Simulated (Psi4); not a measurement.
**CH4S2 (methyl hydrodisulfide) at B3LYP/6-311+G(d,p) (density fitting, sweep point 4)**

Wanted: the energy of CH4S2 (methyl hydrodisulfide). 

The results are computed with Psi4 1.11.

3 further runs of the same task are left out: 1 that didn't finish, 2 set aside as unsound or not needed.

## (1) The molecule

CH4S2: 7 atoms, total charge 0, spin state singlet. As SMILES, `CSS`. The coordinates come from a PBE0-D4/def2-TZVP relaxation. This is one conformer, not always the lowest.

Bond lengths: C1–S2 1.802 Å, S2–S3 2.037 Å, C1–H4 1.090 Å, C1–H5 1.089 Å, C1–H6 1.093 Å, S3–H7 1.349 Å. Angles: C1–S2–S3 103.0°, S2–C1–H4 111.1°, S2–C1–H5 110.8°, S2–C1–H6 106.0°, S2–S3–H7 99.3°, H4–C1–H5 110.4°, H4–C1–H6 109.2°, H5–C1–H6 109.3°.

## (2) The energy at B3LYP/6-311+G(d,p) (density fitting, sweep point 4)

ch4s2.inp

```
memory 1.6 GB

molecule {
  C     -0.757700     0.531000    -0.254500
  S      0.410700     0.313400     1.100600
  S      1.938900    -0.712100     0.227800
  H     -1.170500    -0.425600    -0.574100
  H     -0.285300     1.039300    -1.094100
  H     -1.562500     1.156200     0.139800
  H      1.487600    -1.970200     0.408600
  symmetry c1
}

set {
  basis 6-311+G**
  scf_type df
  scf_initial_accelerator ediis
}

result, w = energy('b3lyp', return_wfn=True)
```

On the command line:

```
$ psi4 ch4s2.inp ch4s2.out -n 1
```

ch4s2.out:

```text
[...]
  Running in c1 symmetry.
[...]
  Nuclear repulsion =  150.145612430684537
[...]
  Multiplicity = 1
[...]
  Nalpha       = 21
  Nbeta        = 21
[...]
    Number of basis functions: 106
[...]
   @DF-RKS iter   1:  -836.69933763971346   -7.11088e-02   7.77605e-03 DIIS/EDIIS
[...]
   @DF-RKS iter   9:  -836.95932517433334   -1.39856e-08   2.00156e-07 DIIS
[...]
    Orbital Energies [Eh]
    ---------------------
    Doubly Occupied:
       1A    -88.873721     2A    -88.871321     3A    -10.204048
       4A     -7.960031     5A     -7.956932     6A     -5.924389
       7A     -5.921938     8A     -5.920127     9A     -5.916964
      10A     -5.913263    11A     -5.909590    12A     -0.832060
      13A     -0.736785    14A     -0.621674    15A     -0.463735
      16A     -0.445982    17A     -0.426841    18A     -0.389105
      19A     -0.342552    20A     -0.265213    21A     -0.249270
[...]
  @DF-RKS Final Energy:  -836.95932517433334
   => Energetics <=
    Nuclear Repulsion Energy =            150.1456124306845368
    One-Electron Energy =               -1452.4295379724239865
    Two-Electron Energy =                 512.3607111095917617
    DFT Exchange-Correlation Energy =     -47.0361107421858122
    Empirical Dispersion Energy =           0.0000000000000000
    VV10 Nonlocal Energy =                  0.0000000000000000
    Total Energy =                       -836.9593251743333440
[...]
 Multipole Moments:
 ------------------------------------------------------------------------------------
     Multipole            Electronic (a.u.)      Nuclear  (a.u.)        Total (a.u.)
 ------------------------------------------------------------------------------------
 L = 1.  Multiply by 2.5417464519 to convert [e a0] to [Debye]
 Dipole X            :          3.8542117           -4.4391719           -0.5849602
 Dipole Y            :         -0.3680003            0.1144317           -0.2535686
 Dipole Z            :          2.4351036           -2.8352872           -0.4001836
 Magnitude           :                                                    0.7527432
[...]
```

It took 6.9 s on 1 thread of AMD EPYC 7R13 (Zen 3), shared host; peak memory 0.61 GiB.

## (3) Summary of results

At B3LYP/6-311+G** (density fitting, sweep point 4):

| quantity | value |
| --- | --- |
| total energy | -836.95933 Eh |
| dipole moment | 1.91 D |
| HOMO energy | -6.78 eV |
| LUMO energy | -0.95 eV |
| HOMO–LUMO gap | 5.83 eV |
